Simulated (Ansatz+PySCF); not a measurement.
Values are calculated unless marked as measured or tabulated.
Input for PySCF 2.14.0:

```python
from pyscf import gto, scf

mol = gto.M(atom="""
O 0.000000 0.000000 -0.238680
H 0.000000 0.000000 1.909460
H 30.000000 0.000000 -1.242280
F 30.000000 0.000000 0.138030
""", basis='6-31g', charge=0, spin=1)
mf = scf.ROHF(mol)
mf.init_guess = '1e'
mf.kernel()
while True:  # follow internal instabilities
    mo, _, stable, _ = mf.stability(return_status=True)
    if stable: break
    mf.kernel(mf.make_rdm1(mo, mf.mo_occ))
print(mf.converged, mf.e_tot, mf.spin_square()[0])
```

The script is written out from the run's settings.

Results

- Converged: yes
- Total energy: -175.02208 hartree
- Spin squared of the determinant: 0.750

This is not the lowest solution: another run reaches a determinant 0.55 eV lower. Caution: an unrestricted determinant lies well below.
